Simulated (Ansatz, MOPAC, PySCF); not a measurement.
Breaking a bond: SMILES C(C)#N. The C2–N6 bond (C2 also carries C; N6 carries nothing else) is pulled apart rigidly from the PBE0/def2-TZVP optimised geometry.

Methods: RKS-BP86/6-31G* = PySCF with restricted BP86/6-31G*, spherical d; RKS-PBE = restricted PBE/cc-pVTZ (Ansatz, an electronic-structure program); UKS-B3LYP/LANL2DZ = unrestricted B3LYP/LANL2DZ (PySCF); UCCSD = CCSD on UHF/cc-pVTZ, frozen core (Ansatz); PM3, restricted, heats of formation (MOPAC).

Energies are in kcal/mol, each relative to the lowest point of its own curve near equilibrium.

| R / Å | RKS-BP86/6-31G* | RKS-PBE | UKS-B3LYP/LANL2DZ | UCCSD | PM3 |
|---|---|---|---|---|---|
| 0.87 | 247.7 | 223.4 | 257.6 | 220.4 | 191.7 |
| 0.92 | 151.9 | 135.1 | 159.7 | 132.0 | 122.6 |
| 0.96 | 97.5 | 85.2 | 103.6 | 82.3 | 80.5 |
| 1.03 | 37.2 | 30.7 | 40.8 | 28.5 | 30.6 |
| 1.10 | 8.2 | 5.7 | 9.9 | 4.6 | 5.7 |
| 1.15 | 0.7 | 0.0 | 1.3 | 0.0 | 0.0 |
| 1.18 | 0.0 | 0.2 | 0.0 | 0.8 | 0.5 |
| 1.24 | 4.9 | 6.4 | 4.1 | 8.8 | 8.7 |
| 1.28 | 11.7 | 13.8 | 10.4 | 17.5 | 18.4 |
| 1.32 | 20.5 | 23.1 | 18.9 | 28.1 | 30.7 |
| 1.43 | 50.7 | 54.0 | 48.6 | 62.5 | 72.7 |
| 1.55 | 87.5 | 91.1 | 85.2 | 101.4 | 123.1 |
| 1.71 | 134.8 | 138.3 | 125.8 | 146.0 | 185.3 |
| 1.90 | 182.9 | 186.0 | 161.8 | 184.1 | 241.0 |
| 2.05 | 213.5 | 216.4 | 183.1 | 204.4 | 268.8 |
| 2.35 | 257.8 | 260.2 | 220.4 | 224.5 | 299.1 |
| 2.54 | 276.4 | 278.4 | 224.6 | 229.1 | 307.5 |
| 2.79 | 292.8 | 294.4 | 226.5 | 231.5 | 309.6 |
| 3.10 | 304.6 | 305.8 | 227.3 | 232.6 | 314.6 |
| 3.46 | 311.4 | 312.6 | 227.9 | 233.0 | 318.9 |
| 4.05 | 315.6 | 317.1 | 228.5 | 233.3 | 324.5 |

At the longest distance, 4.05 Å, PM3 lies highest above its minimum (324.5 kcal/mol) and UKS-B3LYP/LANL2DZ lowest (228.5 kcal/mol).

The restricted form behind RKS-BP86/6-31G*, RKS-PBE, PM3 keeps the bonding electrons paired and can't separate into open-shell fragments. The unrestricted solution behind UKS-B3LYP/LANL2DZ changes between 1.71 and 1.90 Å, which can leave a kink. The unrestricted determinant behind UKS-B3LYP/LANL2DZ is spin-contaminated at 1.55 to 4.05 Å (<S²> up to 2.0, against 0.00 for a pure singlet). The unrestricted solution behind UCCSD changes between 1.32 and 1.43 Å and between 1.71 and 1.90 Å, which can leave a kink. The unrestricted determinant behind UCCSD is spin-contaminated at 1.24 to 4.05 Å (<S²> up to 3.0, against 0.00 for a pure singlet).
